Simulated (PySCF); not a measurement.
What does the GFN2-xTB structure of InChI=1S/C3H6S/c1-2-4-3-1/h1-3H2 look like in three dimensions?

```
atom  x, y, z in Å
C1     0.0120    0.7112   -0.1624
C2    -1.1289   -0.2278    0.2338
S3     0.0310   -1.5687    0.7017
C4     1.1215   -0.3408   -0.1135
H5     0.1650    1.4914    0.5823
H6    -0.1144    1.1814   -1.1377
H7    -1.7592   -0.5444   -0.5950
H8    -1.7469    0.0980    1.0669
H9     1.4384   -0.7049   -1.0889
H10    1.9905   -0.0907    0.4902
```

Any rigid rotation of these coordinates is as good. Atoms count from 1 in this order. The 4-membered ring C1–C2–S3–C4 has internal angles of 76.9° to 96.3° (sum 358°, against 360° for a flat polygon); it is puckered, 0.07 Å rms from its mean plane, widest ring torsion 11°.

Bonds between heavy atoms (Å): C1–C2 1.530, C2–S3 1.834, S3–C4 1.833, C1–C4 1.530.

The geometry is computed with GFN2-xTB (gas phase).

Point group: Cs (tolerance 0.08 Å). No GFN2-xTB frequencies stand behind this structure, so it isn't proved a minimum.
